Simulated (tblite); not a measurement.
Compound: C4H9FS.
Z-matrix (Å and degrees, GFN2-xTB geometry), rows numbered from 1:
```
C 
C   1  1.5164
S   2  1.8266  1  112.82
C   3  1.8273  2  100.71  1   -75.68
C   4  1.5137  3  110.10  2  -162.64
F   4  1.3755  3  110.38  2    76.15
H   1  1.0885  2  109.73  3  -177.96
H   1  1.0875  2  110.18  3   -58.13
H   1  1.0872  2  111.03  3    62.04
H   2  1.0896  1  111.09  3   116.77
H   2  1.0909  1  111.91  3  -121.17
H   4  1.0969  3  107.94  2   -39.37
H   5  1.0859  4  109.56  3    60.56
H   5  1.0872  4  109.59  3   -59.16
H   5  1.0879  4  109.78  3  -178.89
```

Calculated harmonic vibrations of the isolated species, GFN2-xTB (tblite), most abundant isotopes, no scaling. The method is semi-empirical: single wavenumbers can be off by several per cent or more. One conformer, not necessarily the lowest.

Harmonic wavenumbers (cm⁻¹): 38.2, 90.6, 172.0, 189.1, 238.4, 264.8, 322.1, 377.2, 455.6, 663.4, 681.2, 790.0, 886.5, 1006.8, 1015.8, 1037.8, 1080.1, 1089.5, 1102.6, 1214.4, 1231.2, 1256.8, 1278.9, 1393.9, 1410.5, 1445.1, 1462.5, 1473.6, 1488.3, 1494.1, 2901.6, 2968.2, 3001.2, 3023.9, 3034.5, 3045.1, 3051.5, 3052.9, 3060.4.

A = 4686, B = 1903, C = 1491 MHz; mass 108.041 u (most abundant isotopes); point group C1, symmetry number 1.

Question: What is the zero-point energy?

Answer: Half the sum of the wavenumbers: 26895 cm⁻¹ = 76.90 kcal/mol.

Question: Give the ideal-gas entropy at 200 K and 1 bar in the rigid-rotor, harmonic-oscillator model (classical rotation).

Answer: Translation 37.99, rotation 26.39, vibration 14.65: S = 79.0 cal/(mol K).

Question: And Cp and H(200 K) − H(0)?

Answer: Cp = 23.21 cal/(mol K), of which vibrations give 15.26 (their classical limit is 39 R = 77.5); H(200 K) − H(0) = 3.17 kcal/mol without the zero-point energy, 1.58 from vibrations.

Question: Blend soft modes into free rotors: weight 1/[1 + (100 cm⁻¹/ν̃)⁴] for the oscillator and the rest for a rotor with moment μB/(μ + B), μ = h/(8π²ν), B = 10⁻⁴⁴ kg m². What vibrational entropy results?

Answer: 13.42 cal/(mol K) in place of 14.65, which changes −T·S at 200 K by +0.25 kcal/mol.

Question: How do the functions run with temperature in this model?

Answer: 
```
 T (K)  S (cal/(mol K))  Cp (cal/(mol K))  H − H(0) (kcal/mol)  G − H(0) (kcal/mol)  ln q(vib)
   150             72.8              20.0                 2.09                -8.84       2.40
   250             84.6              26.5                 4.41               -16.73       4.38
298.15             89.5              29.9                 5.77               -20.92       5.31
   400             99.3              37.0                 9.18               -30.54       7.25
   600            116.6              48.7                17.81               -52.17      10.96
   900            138.7              60.3                34.28               -90.59      16.23
```

q(vib) and H(0) count from the zero-point level.

Question: Which modes carry the vibrational entropy at 200 K?

Answer: 38.2 cm⁻¹: 4.56; 90.6 cm⁻¹: 2.87; 172.0 cm⁻¹: 1.69; 189.1 cm⁻¹: 1.52; 238.4 cm⁻¹: 1.14; 264.8 cm⁻¹: 0.98 cal/(mol K); the other 33 give 1.88 together.

Question: What must be added to the electronic energy to get the Gibbs energy at 200 K and 1 bar?

Answer: ZPE + [H(200 K) − H(0)] − T·S = 76.90 + 3.17 − 15.81 = 64.26 kcal/mol.

Hindered rotation and anharmonicity are outside this model. Other conformers, if any are populated, would add a mixing term that is left out. The structure is chiral; the term R ln 2 for an equal mix with its mirror image is left out.
